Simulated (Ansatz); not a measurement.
A run on CH₃F₂NS (`NC(F)(F)S`) with other settings.

```yaml
crystal:
  periodic: [false, false, false]
  atoms:
    - {symbol: N, position_ang: [0.887074, 0.545680, -0.788365]}
    - {symbol: C, position_ang: [-0.314142, 0.006794, -0.221158]}
    - {symbol: F, position_ang: [-1.255751, 0.947291, -0.035997]}
    - {symbol: F, position_ang: [-0.762453, -0.886428, -1.047759]}
    - {symbol: S, position_ang: [0.004425, -0.813393, 1.421500]}
    - {symbol: H, position_ang: [1.234808, 1.302150, -0.194456]}
    - {symbol: H, position_ang: [1.557114, -0.042861, -0.873462]}
    - {symbol: H, position_ang: [-1.280450, -1.216307, 1.552487]}
basis:
  gaussian: {orbitals: ANO-RCC-VTZP, final_grid: {core_spheres: 8, valence_spheres: 7, degree: 23}, point_charges: [{charge: 2.00, position_ang: [4.163, 0.020, 0.589]}]}
hamiltonian: {xc: {name: SPW92}}
scf: {lower_state_search: off}
```

```sh
$ ansatz run in.yaml --threads 2 --pin off --events-out ev --progress --plain --max-ram 4352MiB
```

Output, abridged:

```
Functional definition: SPW92
1387 factors; their error is unknown
mean field evaluation 1: about -18781.8457 eV, gradient 7.0e1 eV
mean field evaluation 2: about -18735.6389 eV, gradient 1.3e2 eV
mean field evaluation 4: about -18790.0300 eV, gradient 1.8e1 eV
mean field evaluation 8: about -18790.6867 eV, gradient 3.5e-1 eV
mean field evaluation 16: about -18790.6298 eV, gradient 8.1e-5 eV
mean field -18790.62978810 eV, -690.5429079662 hartree, gradient 6.0e-6 eV, S^2 0.000000; 0 other end points of the search recorded, 0 dependent functions left out
reference -18790.62985341 eV, -690.5429103665 hartree; 25, 25 occupied and 171, 171 virtual orbitals, 1387 factors
Total energy: -18790.62985341 eV, -690.5429103665 hartree
Relativity: scalar
Checks for a lower state left out: stability, starts, cluster_reference, orbital_swaps, neighbouring_geometries, increment
```

It took 2.2 s on 2 threads of an Arm Neoverse V2 on a shared host, with 0.29 GiB of host memory at the peak.
